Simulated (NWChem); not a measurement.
## Lowest excitation of isobutene (C4H8)

```xyz
12

C     -1.2771     0.0000    -0.6812
C      0.0000     0.0000     0.1208
C      1.2771     0.0000    -0.6812
C      0.0000     0.0000     1.4702
H     -1.3299    -0.8886    -1.3479
H     -1.3299     0.8886    -1.3479
H     -2.1762     0.0000    -0.0350
H      1.3299    -0.8886    -1.3479
H      2.1762     0.0000    -0.0350
H      1.3299     0.8886    -1.3479
H      0.9401     0.0000     2.0449
H     -0.9401     0.0000     2.0449
```
Charge 0, spin multiplicity 1.

The numbers come from NWChem runs, not from measurements. All single points use one geometry, from PBE/def2-SVP, a minimum by its harmonic frequencies.

Basis set: 6-31+G*.

The correlated methods keep 4 core orbitals frozen. B3LYP has NWChem's definition, with VWN1-RPA local correlation. The Pople sets run with spherical d functions. Coupled-cluster values serve here as a point of comparison, not as the truth.

### Question
For the lowest vertical singlet excitation energy, CIS gives 7.11 eV and TD-PBE gives 5.79 eV. What do EOM-CCSD, TD-BHandHLYP, TD-B3LYP give?

### Answer
EOM-CCSD: 6.84 eV; TD-BHandHLYP: 6.60 eV; TD-B3LYP: 6.11 eV.
